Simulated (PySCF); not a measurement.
isobutyronitrile: calculation and literature

Cartesian coordinates in Å; atom numbers follow the order of the lines, from 1:
```xyz
12

C     1.233   -0.595   -0.002
C     0.036    0.299   -0.326
C    -1.300   -0.371   -0.001
C     0.152    1.584    0.369
N     0.246    2.591    0.933
H     1.252   -0.849    1.069
H     1.166   -1.532   -0.575
H     2.183   -0.103   -0.254
H     0.056    0.536   -1.405
H    -2.150    0.272   -0.270
H    -1.389   -1.314   -0.560
H    -1.370   -0.600    1.073
```

The experiment to reproduce: δ ¹³C C1/C3 19.9; C2 19.8; δ ¹H H9 2.67; H6/H7/H8/H10/H11/H12 1.35 ppm (measured; solution, not stated per compound (mostly CDCl3 or CCl4); Pretsch, Buehlmann, Badertscher, Structure Determination of Organic Compounds, 4th ed. (2009)). Coupling constants: ¹J(C2,H9) 135.5 Hz.

No solvent model, no relativistic terms, one computed conformer, fast rotation and ring inversion assumed for equivalent nuclei. B3LYP/pcJ-1 coupling constants (spin–dipole term only in couplings to heteroatoms); GIAO CAM-B3LYP/pcSseg-2 shieldings; PBE0-D3(BJ)/def2-SVP structure; PySCF 2.14.0 with density-fitted response routines.

Task: Set the calculated values beside the experiment.

Result: 
Reference values: measured (solution, not stated per compound (mostly CDCl3 or CCl4); Pretsch, Buehlmann, Badertscher, Structure Determination of Organic Compounds, 4th ed. (2009)).
```json
{"atoms": "C1/C3", "quantity": "δ ¹³C", "reference": "19.9", "computed": "22.7"}
{"atoms": "C2", "quantity": "δ ¹³C", "reference": "19.8", "computed": "23.0"}
{"atoms": "H9", "quantity": "δ ¹H", "reference": "2.67", "computed": "2.44"}
{"atoms": "H6/H7/H8/H10/H11/H12", "quantity": "δ ¹H", "reference": "1.35", "computed": "1.24"}
```

Computed shifts are σ(ref) − σ with the named reference compound (TMS for H and C) calculated as an isolated molecule at the same level.

Coupling constants in Hz:
| coupling | reference | computed | source |
| --- | --- | --- | --- |
| ¹J(C2,H9) | 135.5 | 136.9 | measured; liquid or solution (compiled); T. W. Keal, PhD thesis, Durham 2005 (values of Maximoff, Peralta, Barone, Scuseria 2005) |

Task: How far are the unscaled ¹³C shifts from the references?

Result: Mean signed difference +3.00 ppm, mean absolute 3.00 ppm over 2 comparisons; the largest is +3.2 ppm at C2 (sp3 CH α to a nitrile).

Task: How far are the unscaled ¹H shifts from the references?

Result: Mean signed difference -0.17 ppm, mean absolute 0.17 ppm over 2 comparisons; the largest is -0.23 ppm at H9 (hydrogen on an sp3 CH α to a nitrile).

5 of the 20 published NMR values on file for this molecule are compared. The rest: values whose atom or origin is in doubt.

Unscaled 3J(H,H) at this level run about 10 % above measured values.
